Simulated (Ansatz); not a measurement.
A run of Ansatz (development build ahead of 0.2.0) on singlet P₂ at this shape:

```yaml
atoms:
  - { symbol: P, position_ang: [0.0000, 0.0000, -1.0211] }
  - { symbol: P, position_ang: [0.0000, 0.0000, 1.0211] }
```

Its results:

- Converged: yes
- Total energy: -681.44546 hartree
- Spin squared of the determinant: 0.000

(1) Which input gives this output? Name the method, the orbitals and the basis set, and write the input.

## Answers

(1) RHF in cc-pVDZ. An unrestricted run that stays on the closed shell gives the same numbers.

```yaml
crystal:
  periodic: [false, false, false]
  atoms:
    - { symbol: P, position_ang: [0.0, 0.0, -1.02114] }
    - { symbol: P, position_ang: [0.0, 0.0, 1.02114] }
basis:
  gaussian: { orbitals: cc-pVDZ }
hamiltonian:
  xc: hf
```

Caution: in another basis set an unrestricted determinant lies well below.
